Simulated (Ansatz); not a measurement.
One change: `C/C=C/N` becomes `C/C=C/S`.

Ansatz, PBE0-D4/def2-TZVP geometries, multiplicity 1. Each molecule was computed in one conformer, which needn't be the lowest.

```csv
property,`C/C=C/N`
LUMO energy (PBE/def2-TZVPP) / eV,0.20
HOMO energy (PBE0/def2-TZVPP) / eV,-5.71
HOMO–LUMO gap (ωB97M-V/def2-TZVPP) / eV,10.57
HOMO–LUMO gap (PBE0/def2-TZVPP) / eV,6.88
zero-point energy (PBE0-D4/def2-TZVP) / kJ/mol,255.8
size of the dipole moment (B3LYP/def2-TZVPP) / D,1.32
```

Q: Give the same properties after the change, and the shifts. (Estimate.)

A: Computed: 
```
                                        property  `C/C=C/S`  shift
               LUMO energy (PBE/def2-TZVPP) / eV      -0.69  -0.89
              HOMO energy (PBE0/def2-TZVPP) / eV      -6.21  -0.50
         HOMO–LUMO gap (ωB97M-V/def2-TZVPP) / eV      10.69   0.12
            HOMO–LUMO gap (PBE0/def2-TZVPP) / eV       6.50  -0.38
  zero-point energy (PBE0-D4/def2-TZVP) / kJ/mol      208.9  -46.9
size of the dipole moment (B3LYP/def2-TZVPP) / D       1.25  -0.07
```

With PBE0 the HOMO falls by 0.50 eV and the LUMO falls by 0.89 eV, so the gap narrows by about 0.39 eV. PBE moves the HOMO by -0.57 eV and ωB97M-V by -0.41 eV. The zero-point energy changes by -46.9 kJ/mol with -3 modes. Dipoles are sizes alone; their direction can turn.

B3LYP here is the variant with VWN-RPA as its local correlation; programs differ in this.
